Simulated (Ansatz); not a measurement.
`BS[SiH3]` → `[BH2]`• + `[SiH3][S]`• at 298.15 K and 1 bar (homolysis of the B–S bond).

Isolated molecules relaxed with PBE0-D4/def2-TZVP in Ansatz; ΔE leaves out vibrations. CCSD(T)/CBS adds triple-zeta CCSD(T) − MP2 to the extrapolated MP2 energy (def2 sets, frozen cores). This one scheme is used for every species. No spin–orbit coupling; open shells (•) take unrestricted orbitals.

```csv
species,CCSD(T)/CBS energy (Eh),H − E (kJ/mol),S (J/(mol·K))
`BS[SiH3]`,-714.68055,142.2,307.6
`[BH2]`•,-25.87431,47.8,194.0
`[SiH3][S]`•,-688.62203,77.4,259.5
```

H − E and S are ideal-gas, rigid-rotor, harmonic terms from PBE0-D4/def2-TZVP, with the whole ground term of open shells counted as degenerate. 1 Eh = 2625.50 kJ/mol, R = 8.31446 J/(mol·K).

Q: By hand: ΔE, ΔH, ΔS and ΔG.

A: ΔE = (-25.87431) + (-688.62203) − (-714.68055) = 0.18421 Eh = 483.6 kJ/mol. Δ(H − E) = 47.8 + 77.4 − 142.2 = -17.0, so ΔH = 466.6 kJ/mol. ΔS = 194.0 + 259.5 − 307.6 = 145.9 J/(mol·K). ΔG = 466.6 − 298.15 × (145.9)/1000 = 423.1 kJ/mol.

Q: By hand: the equilibrium constant, and the temperature at which ΔG would vanish if ΔH and ΔS stayed fixed.

A: log₁₀ K = −ΔG/(RT ln 10) = -74.1. ΔG = 0 at ΔH/ΔS = 3198 K, far beyond where these terms or the molecules hold.

The number of gas molecules changes by +1, which sets the sign of ΔS. A doubt of 5 kJ/mol in ΔE shifts log₁₀ K by 0.9 here. These are equilibria of isolated gas molecules and say nothing of rates. Largest T1 diagnostic: 0.014 (customary marks: 0.02 for closed shells, 0.045 for open ones).
